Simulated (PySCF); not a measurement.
PySCF input file for CH₃, SMILES [CH3] (connectivity only; charge and spin as stated), charge +1, multiplicity 1, B3LYP-D3(BJ)/def2-TZVPD. Geometry: B3LYP-D3(BJ)/def2-TZVPD. The spin state was assumed, not searched. The isomer is the one that the SMILES or the coordinates give; other isomers of the formula were not compared.

```python
import numpy as np
from pyscf import gto, scf, dft, df
from pyscf.hessian import thermo

mol = gto.M(
    atom='''
    C    -0.00000000    0.00000000    0.00000000
    H     1.09179165    0.00000000    0.00000000
    H    -0.54589582   -0.94551930    0.00000000
    H    -0.54589582    0.94551930    0.00000000
    ''',
    basis='def2-TZVPD',
    charge=1,
    spin=0,
    max_memory=1600,
    verbose=3,
)
mf = dft.RKS(mol, xc='b3lyp').density_fit(auxbasis='def2-universal-jkfit')
mf.disp = 'd3bj'
mf.grids.level = 3
mf.conv_tol = 1e-11
mf.max_cycle = 100
mf.kernel()

# [left out here: the lines that compute and print the analytic Hessian (its translational invariance restored by hand, since the grid's response is missing), thermochemistry and intensities]
```

It prints:

```
converged SCF energy = -39.4964778380717

WARN: DFTD3 does not support analytical Hessian, using finite difference


WARN: Mole.unit (angstrom) is changed to Bohr

Mode                                 0                   1                   2
Irrep
Freq [cm^-1]                     1410.1792           1410.1880           1423.1351
Reduced mass [au]                   1.0977              1.0977              1.2357
Force const [Dyne/A]                1.2861              1.2861              1.4745
Char temp [K]                    2028.9338           2028.9466           2047.5746
Normal mode                   x     y     z       x     y     z       x     y     z
       0   C                 0.01 -0.09 -0.00   -0.09 -0.01 -0.00    0.00  0.00 -0.13
       1   H                 0.01  0.77  0.00   -0.09  0.07  0.00    0.00 -0.00  0.51
       2   H                -0.42  0.16  0.00    0.52 -0.36  0.00   -0.00  0.00  0.51
       3   H                 0.32  0.09  0.00    0.59  0.38  0.00   -0.00 -0.00  0.51
Mode                                 3                   4                   5
Irrep
Freq [cm^-1]                     3024.5265           3215.3766           3215.3863
Reduced mass [au]                   1.0080              1.1232              1.1232
Force const [Dyne/A]                5.4328              6.8418              6.8418
Char temp [K]                    4351.6202           4626.2111           4626.2250
Normal mode                   x     y     z       x     y     z       x     y     z
       0   C                -0.00 -0.00 -0.00   -0.00  0.10 -0.00    0.10  0.00  0.00
       1   H                 0.58  0.00  0.00    0.02 -0.00  0.00   -0.77 -0.00 -0.00
       2   H                -0.29 -0.50  0.00   -0.33 -0.57  0.00   -0.20 -0.35 -0.00
       3   H                -0.29  0.50  0.00    0.34 -0.58  0.00   -0.18  0.32 -0.00
temperature 298.1500 [K]
pressure 101325.00 [Pa]
Rotational constants [GHz] 280.40508 280.40508 140.20254
Symmetry number 6
Zero-point energy (ZPE) 0.03121 [Eh]   81936.970 [J/mol]
                           tot       elec      trans        rot        vib
Entropy [J/mol/K]       186.614      0.000    142.549     43.853      0.212
Cv [J/mol/K]             26.209      0.000     12.472     12.472      1.266
Cp [J/mol/K]             34.524      0.000     20.786     12.472      1.266
Internal energy [J/mol]                      3718.434   3718.434  81992.170
Internal energy [Eh]   -39.46242  -39.49648
Enthalpy [J/mol]                             6197.391   3718.434  81992.170
Enthalpy [Eh]          -39.46147
Gibbs free energy [J/mol]                  -36303.549  -9356.296  81928.889
Gibbs free energy [Eh] -39.48266
static polarisability / bohr^3: [[ 9.902 -0.    -0.   ]
 [-0.     9.902  0.   ]
 [ 0.     0.     7.032]]
largest difference of analytic and finite-field dipole derivatives / e: 7.417471166532019e-05
mode   freq/cm-1   IR/(km/mol)   Raman/(A^4/amu)   depolarisation
   1     1410.18        17.902             1.471            0.750
   2     1410.19        17.903             1.472            0.750
   3     1423.14         8.518             0.000            0.480
   4     3024.53         0.000           103.102            0.038
   5     3215.38        68.802            14.856            0.750
   6     3215.39        68.809            14.851            0.750
max |gradient| / (hartree/bohr): 3.193347256816706e-05
APT charges: [0.4516 0.1828 0.1828 0.1828]
```

Self-consistency was reached.

Cost: around 20 core-seconds (rough).
